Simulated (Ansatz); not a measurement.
CdGeAs$_{2}$ (I-42d)

Method: Ansatz, DFT PBE, scalar-relativistic, plane waves, PAW.

Cutoff 420 eV; k points 8×8×8 on the computed 8-atom cell (Γ-centred); Gaussian smearing, width 0.01 eV; no spin polarisation.

The structure is relaxed at this level of theory with its symmetry kept. Whether it is the stable form of this composition wasn't checked.

```yaml
crystal:
  lattice:
    - [-3.02417, 3.02417, 5.74198]
    - [3.02417, -3.02417, 5.74198]
    - [3.02417, 3.02417, -5.74198]
  atoms:
    - { symbol: Cd, position: [0.25000, 0.75000, 0.50000] }
    - { symbol: Cd, position: [0.50000, 0.50000, 0.00000] }
    - { symbol: Ge, position: [0.00000, 0.00000, 0.00000] }
    - { symbol: Ge, position: [0.75000, 0.25000, 0.50000] }
    - { symbol: As, position: [0.87500, 0.34826, 0.97326] }
    - { symbol: As, position: [0.65174, 0.62500, 0.52674] }
    - { symbol: As, position: [0.37500, 0.90174, 0.02674] }
    - { symbol: As, position: [0.09826, 0.12500, 0.47326] }
```

**Question.** Formation energy from the elements' standard states (uncorrected)?

**Answer.** -0.098 eV/atom.

**Question.** Kohn–Sham band gap?

**Answer.** 0.02 eV.

**Question.** Löwdin character of the top 1 eV of the valence band?

**Answer.** As 4p 85 %, unprojected 5 %.

**Question.** Löwdin character of the lowest 1 eV of the conduction band?

**Answer.** As 4p 49 %, Ge 4s 18 %, Ge 4p 9 %, As 4s 9 %, Cd 5s 9 %, unprojected 6 %.

**Question.** Bader charges (e)?

**Answer.** Cd (2 in the cell) 0.47, Ge (2 in the cell) 0.47, As (4 in the cell) -0.47.

Cost: 1 run of about 12 core-minutes, on Arm Neoverse V1 (shared hosts).